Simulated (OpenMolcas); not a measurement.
# P4 (SMILES P12P3P1P23): levels of theory compared

Aim: a comparison of 6 runs (B2PLYP/3-21G, B3LYP/6-31G*, PBE0/def2-SVP, X3LYP/cc-pCVDZ, CCSD(T)/6-31+G*) of P4. 

Program for the calculation: OpenMolcas 26.06.

6 further runs of the same task are left out: 1 that didn't finish, 5 set aside as unsound or not needed.

### Step 1. The molecule

P4 has 4 atoms, charge 0, and is taken as a singlet. SMILES: `P12P3P1P23`. The shape is that of a PBE0-D4/def2-TZVP optimisation.

Bond lengths: P1–P2 2.184 Å, P1–P3 2.184 Å, P2–P3 2.184 Å, P1–P4 2.184 Å, P2–P4 2.184 Å, P3–P4 2.184 Å. Some angles: P1–P2–P3 60.0°, P1–P2–P4 60.0°, P3–P2–P4 60.0°, P2–P1–P3 60.0°, P2–P1–P4 60.0°, P3–P1–P4 60.0°, P1–P3–P2 60.0°, P1–P3–P4 60.0°, P2–P3–P4 60.0°, P1–P4–P2 60.0°.

### Step 2. A single-point energy at B2PLYP/3-21G (run 1)

Contents of run.input:

```
* P4 Kohn-Sham DFT
>>> EXPORT MOLCAS_PRINT=2

&GATEWAY
 BasLib=$CurrDir
 Coord
 4
 angstrom
 P       -0.724800      -0.100000       1.119400
 P        1.294900       0.109800       0.315700
 P       -0.185000      -1.091700      -0.749800
 P       -0.385100       1.081900      -0.685200
 Basis=3-21G
 Group=NoSym

&SEWARD
 GridInput
 Grid=UltraFine
 End of Grid

&SCF
 KSDFT=B2PLYP_SCF
 Thresholds=1e-10 1e-07 1e-07 1e-05
 PrOrbitals=1

&MBPT2
 Frozen=20
```

The basis set 3-21G is read from a file made from the Basis Set Exchange's data (not shown).

Command:

```sh
$ export MOLCAS_MEM=1860
$ pymolcas run.input > run.log
```

Standard output:

```text
--- Start Module: gateway ---
[...]
--- Stop Module: gateway /rc=_RC_ALL_IS_WELL_ ---
[...]
      Basis functions           52
[...]
--- Start Module: scf ---
[...]
       Convergence after  12 Iterations
[...]
::    Total KS-DFT energy                           -1357.6821518484
[...]
      Total spin, S                                     0.0000000000
[...]
      Total electronic charge=   60.000000
      Total            charge=   -0.000000
[...]
      Dipole Moment (debye):
      Origin of the operator (angstrom)=   -0.0000    0.0000    0.0000
                   X= -1.6602E-05               Y= -8.3617E-06               Z= -7.7701E-06           Total=  2.0147E-05
      Quadrupole Moment (debye*angstrom):
[...]
--- Stop Module: scf /rc=_RC_ALL_IS_WELL_ ---
[...]
--- Start Module: mbpt2 ---
[...]
 ###    WARNING: MP2 implementation intended for RHF references only         ###
 ###############################################################################
MBPT2 WARNING: Reference function according to RunFile:KS-DFT
I'll assume you know what you're doing and continue
WARNING!
Default frozen orbitals as non valence orbitals is overwritten by user input.
Default values:  20
[...]
       Reference weight ( Cref**2 )         =        0.75785
::    Total MBPT2 energy                            -1358.0156362045
[...]
      Total MBPT2 calculations                           0.05      0.06
--- Stop Module: mbpt2 /rc=_RC_ALL_IS_WELL_ ---
[...]
```

Wall time 6.3 s (1 thread of Arm Neoverse V1, shared host); peak memory 0.38 GiB.

### Step 3. Energy and gradient at B3LYP/6-31G(d) (spherical functions) (run 2)

Contents of mol.xyz:

```xyz
4

P     -0.724800    -0.100000     1.119400
P      1.294900     0.109800     0.315700
P     -0.185000    -1.091700    -0.749800
P     -0.385100     1.081900    -0.685200
```

Contents of job.input:

```
&GATEWAY
  BasLib
  $CurrDir
  Coord
  mol.xyz
  Basis
  6-31Gs
  Group
  NoSym

&SEWARD
  GridInput
  Grid=UltraFine
  End of Grid

&SCF
  KSDFT
  B3LYP
  Thresholds
  1e-10 1e-07 1e-07 1e-05
  PrOrbitals
  1 2

&ALASKA
```

The basis set 6-31G* is read from a file made from the Basis Set Exchange's data (not shown).

Command:

```sh
$ export MOLCAS_MEM=1860
$ pymolcas job.input > job.log
```

Standard output:

```text
--- Start Module: gateway ---
[...]
--- Stop Module: gateway /rc=_RC_ALL_IS_WELL_ ---
[...]
      Basis functions           72
[...]
--- Start Module: scf ---
[...]
       Convergence after  10 Iterations
[...]
::    Total KS-DFT energy                           -1365.4299822983
[...]
      Total spin, S                                     0.0000000000
[...]
      Total electronic charge=   60.000000
      Total            charge=   -0.000000
[...]
      Dipole Moment (debye):
      Origin of the operator (angstrom)=   -0.0000    0.0000    0.0000
                   X= -5.7664E-05               Y= -2.7581E-05               Z= -2.6608E-05           Total=  6.9238E-05
      Quadrupole Moment (debye*angstrom):
[...]
--- Stop Module: scf /rc=_RC_ALL_IS_WELL_ ---
[...]
--- Start Module: alaska ---
[...]
 *              Molecular gradients               *
 **************************************************
  Irreducible representation: a
 ------------------------------------------------------------------------------------------
                              X                       Y                       Z
 ------------------------------------------------------------------------------------------
  P1                9.66472847055400E-03    1.33280703210303E-03   -1.49485452739917E-02
  P2               -1.72561039606549E-02   -1.47041357541600E-03   -4.21037773374344E-03
  P3                2.46469744247779E-03    1.45846209543841E-02    1.00144661410475E-02
  P4                5.12667804776790E-03   -1.44470144111004E-02    9.14445686658638E-03
 ------------------------------------------------------------------------------------------
--- Stop Module: alaska /rc=_RC_ALL_IS_WELL_ ---
[...]
```

It took 16 s on 1 thread of Arm Neoverse V1, shared host; peak memory 0.42 GiB.

Runs 3 to 4 aren't shown in full; the table further down has their settings and results.

### Step 4. Energy and forces at X3LYP/cc-pCVDZ (PCM ethanol) (run 5)

Contents of input.xyz:

```xyz
4

P     -0.724800    -0.100000     1.119400
P      1.294900     0.109800     0.315700
P     -0.185000    -1.091700    -0.749800
P     -0.385100     1.081900    -0.685200
```

Contents of test.input:

```
* P4 Kohn-Sham DFT
>>> EXPORT MOLCAS_PRINT=2
&gateway
baslib=$CurrDir
coord=input.xyz
basis=cc-pCVDZ
group=NoSym
rf-input
PCM-Model
Solvent=ethanol
End of RF-Input
&seward
&scf
ksdft=HYB_GGA_XC_X3LYP
prorbitals=1 2
&alaska
```

The basis set cc-pCVDZ is read from a file made from the Basis Set Exchange's data (not shown).

Command:

```sh
$ export MOLCAS_MEM=1860
$ pymolcas test.input > test.log
```

Standard output:

```text
--- Start Module: gateway ---
[...]
--- Stop Module: gateway /rc=_RC_ALL_IS_WELL_ ---
[...]
      Basis functions          108
[...]
--- Start Module: scf ---
[...]
       Convergence after   9 Iterations
[...]
::    Total KS-DFT energy                           -1365.3603969664
[...]
      Total spin, S                                     0.0000000000
[...]
      Total electronic charge=   60.000000
      Total            charge=   -0.000000
[...]
      Dipole Moment (debye):
      Origin of the operator (angstrom)=   -0.0000    0.0000    0.0000
                   X= -6.3138E-05               Y= -1.6579E-04               Z= -2.1196E-04           Total=  2.7640E-04
      Quadrupole Moment (debye*angstrom):
[...]
--- Stop Module: scf /rc=_RC_ALL_IS_WELL_ ---
[...]
--- Start Module: alaska ---
[...]
 *              Molecular gradients               *
 **************************************************
  Irreducible representation: a
 ------------------------------------------------------------------------------------------
                              X                       Y                       Z
 ------------------------------------------------------------------------------------------
  P1                1.42832449796373E-02    1.95934150791421E-03   -2.20642118825332E-02
  P2               -2.54916539726153E-02   -2.16228284918429E-03   -6.21347897383373E-03
  P3                3.63314696132910E-03    2.15100082283648E-02    1.47783154734888E-02
  P4                7.57409010695653E-03   -2.13069373508255E-02    1.34986901894862E-02
 ------------------------------------------------------------------------------------------
--- Stop Module: alaska /rc=_RC_ALL_IS_WELL_ ---
[...]
```

It took 20 s on 1 thread of Arm Neoverse V1, shared host; peak memory 0.63 GiB.

### Step 5. The energy at CCSD(T)/6-31+G(d) (spherical functions) (run 6)

Contents of test.inp:

```
* P4 CCSD(T)
>>> EXPORT MOLCAS_PRINT=2
&gateway
baslib=$CurrDir
basisset
P.6-31pGs....
P1 -0.724800 -0.100000 1.119400 angstrom
P2 1.294900 0.109800 0.315700 angstrom
P3 -0.185000 -1.091700 -0.749800 angstrom
P4 -0.385100 1.081900 -0.685200 angstrom
End of Basis
&seward
&scf
thresholds=1e-10 1e-07 1e-07 1e-05
prorbitals=1 1
&rasscf
fileorb=$Project.ScfOrb
spin=1
nactel=0 0 0
inactive=30
ras2=0
outorbitals=Canonical
orblisting=Nothing
&motra
jobiph
frozen=20
&ccsdt
cct
triples=2
iterations=80
accuracy=1e-08
extrapolation=5 4
```

The basis set 6-31+G* is read from a file made from the Basis Set Exchange's data (not shown).

Command:

```sh
$ export MOLCAS_MEM=1860
$ pymolcas test.inp > test.log
```

Standard output:

```text
--- Start Module: gateway ---
[...]
--- Stop Module: gateway /rc=_RC_ALL_IS_WELL_ ---
[...]
      Basis functions           88
[...]
       Convergence after  12 Iterations
[...]
::    Total SCF energy                              -1362.8956547530
[...]
      Total spin, S                                     0.0000000000
[...]
      Number of active orbitals                  0
[...]
      Spin quantum number                      0.0
[...]
      Active orbitals                            0
[...]
      Number of CSFs                             1
[...]
      Number of root(s) required                 1
[...]
      Convergence after  4 iterations
[...]
      Natural orbitals and occupation numbers for root  1
      ************************************************************************************************************************
      *                                                    Final results                                                     *
      ************************************************************************************************************************
[...]
::    RASSCF root number  1 Total energy:  -1362.89565475
[...]
      Total electronic charge=   60.000000
      Total            charge=   -0.000000
[...]
      Dipole Moment (debye):
      Origin of the operator (angstrom)=   -0.0000    0.0000    0.0000
                   X= -9.3391E-05               Y= -4.6536E-05               Z= -4.3109E-05           Total=  1.1290E-04
      Quadrupole Moment (debye*angstrom):
[...]
--- Start Module: motra ---
[...]
      *** WARNING: Default frozen orbitals is overwritten by user input.
      *** Default values:  20
[...]
--- Stop Module: motra /rc=_RC_ALL_IS_WELL_ ---
--- Start Module: ccsdt ---
[...]
      Convergence after                    15  Iterations
      Total energy (diff) :   -1363.35817379       0.00000000
[...]
 METHOD                       : CCSD+T(CCSD)+<T3(1)WT1> = CCSD(T)
[...]
       CCSD     =     -1363.3581737920313
[...]
--- Stop Module: ccsdt /rc=_RC_ALL_IS_WELL_ ---
[...]
```

Wall time 26 s (1 thread of Arm Neoverse V1, shared host); peak memory 0.48 GiB.

### Step 6. The series

| run | level | task | frozen core orbitals | energy (Eh) | dipole moment (D) of the reference | HOMO energy (eV) | LUMO energy (eV) | wall time |
| --- | --- | --- | --- | --- | --- | --- | --- | --- |
| 1 | B2PLYP/3-21G | energy | 20 | -1357.772193 | 0.00 | -9.18 | 0.07 | 6.3 s |
| 2 | B3LYP/6-31G* (spherical functions) | gradient | – | -1365.429982 | 0.00 | -7.46 | -0.87 | 16 s |
| 3 | PBE0/def2-SVP | gradient | – | -1364.525857 | 0.00 | -7.81 | -0.70 | 12 s |
| 4 | B3LYP/6-31G* (Cartesian functions) | gradient | – | -1365.440441 | 0.00 | -7.46 | -0.87 | 17 s |
| 5 | X3LYP/cc-pCVDZ (PCM ethanol) | gradient | – | -1365.360397 | 0.00 | -7.29 | -0.52 | 20 s |
| 6 | CCSD(T)/6-31+G* (spherical functions) | energy | 20 | -1363.385317 | 0.00 | -9.91 | 1.22 | 26 s |

### Step 7. Results

| quantity | value |
| --- | --- |
| run 6: total energy | -1363.38532 Eh |
| run 6: dipole moment (mean-field density) | 0.00 D |
| run 6: HOMO energy (Hartree–Fock orbitals) | -9.91 eV |
| run 6: LUMO energy (Hartree–Fock orbitals) | 1.22 eV |
| run 6: HOMO–LUMO gap (Hartree–Fock orbitals) | 11.13 eV |
| run 6: correlation energy (20 core orbitals frozen) | -489.7 mEh |
| run 6: (T) correction | -27.14 mEh |

Over runs 1, 2, 3, 4, 5 the HOMO–LUMO gap runs from 6.58 eV (B3LYP/6-31G*) to 9.24 eV (B2PLYP/3-21G). The two ends differ in method and basis. A double hybrid's value is that of its SCF part. For B2PLYP the log adds the whole second-order term; the table takes 0.27 of it, as the functional is defined. Totals of different functionals can't be ranked against each other. All runs together took 97 s, the longest 26 s.
